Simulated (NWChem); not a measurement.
A calculation on nitrogen trifluoride (F₃N)

```xyz
4

F      0.6162    -0.1189     1.0658
N     -0.0032     0.4745     0.0000
F      0.6162    -0.1189    -1.0658
F     -1.2298    -0.1314     0.0000
```
Charge 0, spin multiplicity 1.

All runs are NWChem calculations. Structure: optimised with B3LYP/def2-SVP, a minimum by its harmonic frequencies.

Symmetry labels belong to the abelian group Cs used in the runs, with the axes of the coordinates shown; states degenerate in a higher group split over its labels.

The Pople sets run with spherical d functions.

### Question
List the lowest 3 singlet excitations that CIS/6-31+G* (spherical d) gives, with oscillator strengths.

### Answer
| state | symmetry | energy (eV) | wavelength (nm) | f |
|---|---|---|---|---|
| 1 | a" | 9.91 | 125 | 0.085 |
| 2 | a' | 9.91 | 125 | 0.085 |
| 3 | a' | 10.19 | 122 | 0.022 |
